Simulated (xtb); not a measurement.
Si(H)3(Me) (CH₆Si), SMILES C[SiH3]. All values are semi-empirical tight-binding results from xtb (GFN2-xTB unless named), good for trends rather than for accurate numbers. The structure is a stationary point at GFN2-xTB. The isomer is the one that the SMILES or the coordinates give; other isomers of the formula were not compared.

Optimised geometry:

```xyz
8

Si     0.0000     0.0000    -0.6452
C      0.0000     0.0000     1.2503
H     -0.4109    -1.3179    -1.1350
H      1.3468     0.3031    -1.1350
H     -0.9359     1.0148    -1.1350
H     -0.9858    -0.2301     1.6452
H      0.2936     0.9688     1.6452
H      0.6922    -0.7387     1.6452
```
Charge 0, spin multiplicity 1.

The point group as xtb finds it is C3v. The orbital gap is 6.38 eV, the dipole moment is 0.41 D and the zero-point energy comes out as 37.5 kcal/mol. The G − E(el) at 298.15 K (modified RRHO) is 22.4 kcal/mol. The static polarisability (D4 model) is 45.2 bohr³ and the solvation energy, GFN2-xTB/ALPB(water) is 0.7 kcal/mol. The solvation energy, GFN2-xTB/ALPB(thf) is -1.7 kcal/mol.

Computed atomic charges and the Wiberg bond orders between heavy atoms:
charges (e) Si1 0.44, C2 -0.20, H3 -0.10, H4 -0.10, H5 -0.10, H6 0.02, H7 0.02, H8 0.02. Bond orders Si1–C2 0.93.
